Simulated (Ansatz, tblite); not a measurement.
# SiH2Me(NHMe) (C₂H₉NSi): a ladder of methods and basis sets

One table from this session's results is given with a row withheld; the runs are named, their logs left out.

The runs use Ansatz 0.2.0, Gaussian basis; as each input shows.

Levels to be run: GFN1-xTB, GFN2-xTB, PBE-D4/def2-TZVP, r2SCAN-D4/def2-TZVP, ωB97X-V/def2-TZVP, r2SCAN0-D4/def2-TZVP, revPBE-D4/def2-TZVP, PBE-D4/def2-SVP, PBE0-D4/def2-SVP, HF/STO-3G, CCSD(T)/def2-TZVP, RPA/def2-TZVP.

2 further runs of the same task are left out: 2 set aside as unsound or not needed.

## The relaxed structure

The singlet was relaxed beforehand with PBE-D4/def2-SVP.

13 atoms, charge 0, spin multiplicity 1.

Bond lengths: C1–Si4 1.886 Å, C1–H7 1.109 Å, C1–H8 1.108 Å, C1–H9 1.110 Å, C2–N3 1.452 Å, C2–H11 1.118 Å, C2–H12 1.111 Å, C2–H13 1.112 Å, N3–Si4 1.748 Å, N3–H10 1.024 Å, Si4–H5 1.508 Å, Si4–H6 1.519 Å. Angles: Si4–C1–H7 110.5°, Si4–C1–H8 111.0°, Si4–C1–H9 111.0°, H7–C1–H8 108.5°, H7–C1–H9 107.4°, H8–C1–H9 108.3°, N3–C2–H11 114.8°, N3–C2–H12 109.6°, N3–C2–H13 111.3°, H11–C2–H12 106.7°, H11–C2–H13 107.3°, H12–C2–H13 106.6°, C2–N3–Si4 123.9°, C2–N3–H10 113.2°, Si4–N3–H10 115.9°, C1–Si4–N3 108.5°, C1–Si4–H5 111.9°, C1–Si4–H6 108.2° and more.

PBE0-D4/def2-TZVP was run before; its log isn't repeated, and its numbers join the tables.

The first run:

Tight binding, by tblite at 300 K electronic temperature and without a spin-polarisation term:

```python
tblite.interface.Calculator('GFN1-xTB', numbers, positions, charge=0, uhf=0).singlepoint()
```

Tight binding, by tblite at 300 K electronic temperature and without a spin-polarisation term:

```python
tblite.interface.Calculator('GFN2-xTB', numbers, positions, charge=0, uhf=0).singlepoint()
```

start.molden holds the orbitals of an earlier run on this state, given as this run's starting guess.

Input file in.yaml:

```yaml
crystal:
  periodic: [false, false, false]
  atoms:
    - {symbol: C, position_ang: [-0.414446, 2.144956, -0.223787]}
    - {symbol: C, position_ang: [-0.026658, -2.163428, 0.158155]}
    - {symbol: N, position_ang: [-0.369904, -0.804637, -0.222807]}
    - {symbol: Si, position_ang: [0.569748, 0.600390, 0.224562]}
    - {symbol: H, position_ang: [0.814729, 0.500829, 1.709454]}
    - {symbol: H, position_ang: [1.937572, 0.703362, -0.428464]}
    - {symbol: H, position_ang: [0.136614, 3.058315, 0.079374]}
    - {symbol: H, position_ang: [-1.402094, 2.147307, 0.278999]}
    - {symbol: H, position_ang: [-0.581551, 2.207015, -1.319078]}
    - {symbol: H, position_ang: [-0.859046, -0.749184, -1.120977]}
    - {symbol: H, position_ang: [0.737632, -2.655118, -0.493607]}
    - {symbol: H, position_ang: [0.381778, -2.169793, 1.190970]}
    - {symbol: H, position_ang: [-0.924374, -2.820005, 0.167196]}
basis:
  gaussian: {orbitals: def2-TZVP, initial_orbitals: start.molden}
hamiltonian: {xc: pbe, dispersion: d4}
scf: {omitted_lower_state_checks: [starts]}
output: {forces: true, orbitals: {seedname: orbitals}}
```

Started as:

```bash
$ ansatz run in.yaml --threads 2 --pin off --events-out ev --progress --plain --max-ram 4352MiB
```

Steps of the session up to this table: PBE-D4/def2-TZVP; r2SCAN-D4/def2-TZVP; ωB97X-V/def2-TZVP; r2SCAN0-D4/def2-TZVP; revPBE-D4/def2-TZVP; PBE-D4/def2-SVP; PBE0-D4/def2-SVP; HF/STO-3G; CCSD(T)/def2-TZVP; RPA/def2-TZVP.

One of the session's tables, all rows but one given; the rest of the session is left out.

It belongs to the step «Binding energy». 

```
              method  binding an atom (eV)
           HF/STO-3G                 3.417
        HF/def2-TZVP                 2.732
     PBE-D4/def2-SVP                 3.730
    PBE-D4/def2-TZVP                 3.722
 revPBE-D4/def2-TZVP                 3.653
 r2SCAN-D4/def2-TZVP                 3.678
    PBE0-D4/def2-SVP                 3.691
   PBE0-D4/def2-TZVP                     ?
r2SCAN0-D4/def2-TZVP                 3.644
   ωB97X-V/def2-TZVP                 3.702
       MP2/def2-TZVP                 3.553
      CCSD/def2-TZVP                 3.511
   CCSD(T)/def2-TZVP                 3.548
```

**Question.** Estimate the row for PBE0-D4/def2-TZVP.

The run gave: binding an atom (eV): 3.681. In the column «binding an atom (eV)» it lies between r2SCAN-D4/def2-TZVP (3.678) and PBE0-D4/def2-SVP (3.691).

Limits of these values: Free atoms were run apart at each level; binding is atoms less cluster, divided by the number of atoms, without zero-point or spin-orbit terms.
